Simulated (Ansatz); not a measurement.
# AlBO (singlet): the correlation ladder, cc-pVDZ

One table from this session's results is given with a row withheld; the runs are named, their logs left out.

Computed with Ansatz 0.2.0, Gaussian basis. Level: cc-pVDZ, core rule «outside noble gas», up to 7 orbitals frozen.

Plan: UHF; CCSD(T) on RHF; CCSD(T) on UHF; BCCD(T) on RHF; CISD; CCSDT(Q) on RHF; CCSDT(Q) on UHF; CCSDTQ on RHF.

10 further runs of the same task are left out: 6 for a known fault of the program, 4 set aside as unsound or not needed.

## What is computed

The geometry is a PBE0/def2-TZVP stationary point (not a proven minimum).

3 atoms, charge 0, spin multiplicity 1.

Atoms are counted from 1 here; the program's logs count them from 0.

Bond lengths: Al1–B2 2.246 Å, B2–O3 1.207 Å. Angles: Al1–B2–O3 180.0°.

As a file:

```xyz
3

Al    0.0000    0.0000    1.8999
B     0.0000    0.0000   -0.3465
O     0.0000    0.0000   -1.5534
```

The first run:

in.yaml

```yaml
crystal:
  periodic: [false, false, false]
  atoms:
    - {symbol: Al, position_ang: [0.000000, 0.000000, 1.899900]}
    - {symbol: B, position_ang: [0.000000, 0.000000, -0.346500]}
    - {symbol: O, position_ang: [0.000000, 0.000000, -1.553400]}
basis:
  gaussian: {orbitals: cc-pVDZ}
magnetization: {spin_polarized: true, initial_magnetization: 0}
hamiltonian: {xc: hf}
output: {orbitals: {seedname: orbitals}}
```

On the command line:

```bash
> ansatz run in.yaml --threads 1 --pin off --events-out ev --progress --plain --max-ram 4096MiB --backend cpu
```

Steps of the session up to this table: UHF; CCSD(T) on RHF; CCSD(T) on UHF; BCCD(T) on RHF; CISD; CCSDT(Q) on RHF; CCSDT(Q) on UHF; CCSDTQ on RHF.

One table of the session follows, with a row left open; its other results are not shown here.

It belongs to the step «Misses and costs». 

| method | from RCCSDTQ (meV) |
| --- | --- |
| RHF | +9110.6 |
| UHF | +9095.9 |
| RMP2 | +904.8 |
| CISD | +1258.5 |
| RCCSD | +367.1 |
| RCCSD(T) | ? |
| BCCD(T) | +49.3 |
| RCCSDT | +29.4 |
| RCCSDT(Q) | -5.6 |
| RCCSDTQ | 0 |

Q: Estimate the row for RCCSD(T) from the others.

The run gave: from RCCSDTQ (meV): +52.4. In the column «from RCCSDTQ (meV)» it lies between BCCD(T) (+49.3) and RCCSD (+367.1).
